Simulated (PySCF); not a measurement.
A side-by-side comparison of computed properties.

First species: C₄H₁₀OP (charge +1).
SMILES: `O1CC[PH2+]CC1`

Second species: C4H10OP (charge +1).
Z-matrix (Å and degrees, GFN2-xTB geometry), rows numbered from 1:
```
C 
C   1  1.3296
C   2  1.4936  1  126.54
P   2  1.8044  1  118.92  3   179.78
C   4  1.8302  2  112.51  1   -98.78
O   5  1.4039  4   98.91  2   -61.89
H   1  1.0786  2  122.83  3   179.18
H   1  1.0776  2  120.94  3    -0.60
H   3  1.0897  2  110.69  1   127.67
H   3  1.0863  2  110.43  1     6.78
H   3  1.0907  2  110.30  1  -113.13
H   4  1.3760  2  111.34  1    25.33
H   4  1.3734  2  109.92  1   145.24
H   5  1.0998  4  110.76  2   179.15
H   5  1.0998  4  111.23  2    57.17
H   6  0.9657  5  111.98  4  -178.66
```

Levels: B3LYP/def2-SVPD for HOMO energy, LUMO energy, HOMO–LUMO gap, static isotropic polarisability and electronic spatial extent ⟨r²⟩ about the centre of nuclear charge; TDDFT B3LYP/def2-SVPD for lowest singlet excitation; TDA B3LYP/def2-SVPD for lowest triplet excitation (Tamm–Dancoff); GFN2-xTB for rotational constant A and rotational constant C. Geometries: GFN2-xTB. Each species is one conformer at its optimised geometry, gas phase, non-relativistic unless stated; the electronic structure was computed with PySCF and density fitting.

Dipoles, sizes and rotational constants follow the conformer. The torsions of the flexible species, by atom-mapped SMILES:
- `[CH2:1]=[C:2]([CH3:3])[PH2+:4][CH2:5][OH:6]`: C1–C2–P4–C5 -99°, C2–P4–C5–O6 -62°, H–O6–C5–P4 -179°

Values for the first species:

| Quantity | Value |
| --- | --- |
| HOMO energy | -12.08 eV |
| LUMO energy | -4.86 eV |
| HOMO–LUMO gap | 7.22 eV |
| Lowest singlet excitation | 6.29 eV |
| Lowest triplet excitation (Tamm–Dancoff) | 6.20 eV |
| Static isotropic polarisability | 66.4 au |
| Electronic spatial extent ⟨r²⟩ about the centre of nuclear charge | 663 bohr² |
| Rotational constant A | 4.034 GHz |
| Rotational constant C | 1.947 GHz |

**Question.** Estimate the same properties for the second species, and the change in each.

**Answer.** 
```csv
property,first,second,second less first
HOMO energy,-12.08 eV,-12.34 eV,-0.26 eV
LUMO energy,-4.86 eV,-5.80 eV,-0.94 eV
HOMO–LUMO gap,7.22 eV,6.54 eV,-0.68 eV
lowest singlet excitation,6.29 eV,6.21 eV,-0.08 eV
lowest triplet excitation (Tamm–Dancoff),6.20 eV,4.12 eV,-2.08 eV
static isotropic polarisability,66.4 au,72.2 au,+5.8 au
electronic spatial extent ⟨r²⟩ about the centre of nuclear charge,663 bohr²,799 bohr²,+136 bohr²
rotational constant A,4.034 GHz,4.135 GHz,+0.101 GHz
rotational constant C,1.947 GHz,1.650 GHz,-0.297 GHz
```

On the first: The polarisability is 9.84 Å³ as a volume (1 au = 0.148185 Å³), or 1.19 au for each of the 56 electrons. The 8 singlets span 6.29 to 8.05 eV, and their oscillator strengths add up to 0.07.

On the second: The polarisability is 10.70 Å³ as a volume (1 au = 0.148185 Å³), or 1.29 au for each of the 56 electrons. The vertical singlet–triplet gap S1 − T1 is 2.09 eV (TDDFT singlet less Tamm–Dancoff triplet; S1: HOMO−1→LUMO, weight 0.53, beside HOMO→LUMO, weight 0.42; T1: HOMO→LUMO, weight 0.90).
